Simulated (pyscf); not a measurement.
`[AsH2][AsH2]` → `[AsH]=[AsH]` + `[H][H]`, gas phase, singlet surface. Optimised with ωB97X-D3(BJ)/def2-SVP in PySCF. ΔG in kcal/mol from ωB97M-D3(BJ)/def2-TZVP energies (ideal gas, 1 atm, RRHO with modes under 100 cm⁻¹ raised to 100, one conformer, R ln 2 for chiral ones without a mode under 150 cm⁻¹).

| T (K) | ΔG |
|---|---|
| 298 | +13.5 |
| 600 | +5.6 |
| 900 | ? |
| 1200 | -10.1 |

Question: Fit a line to the three values, predict ΔG at 900 K, and estimate where the reaction turns favourable at 1 atm of each gas.

Answer: Least squares gives ΔG = +21.3 − 26.2 × T/1000 K, so ΔS is about +110 J/(mol K) and ΔH about +21.3 kcal/mol over this range (ΔH at 298 K: +21.1). At 900 K the line gives -2.3; the computed value is -2.3. ΔG = 0 falls near 810 K; 1 kcal/mol in the energy moves that by 38 K. This is thermodynamics alone and says nothing of the barrier. Elements up to Kr have no core potential and no relativistic terms here.
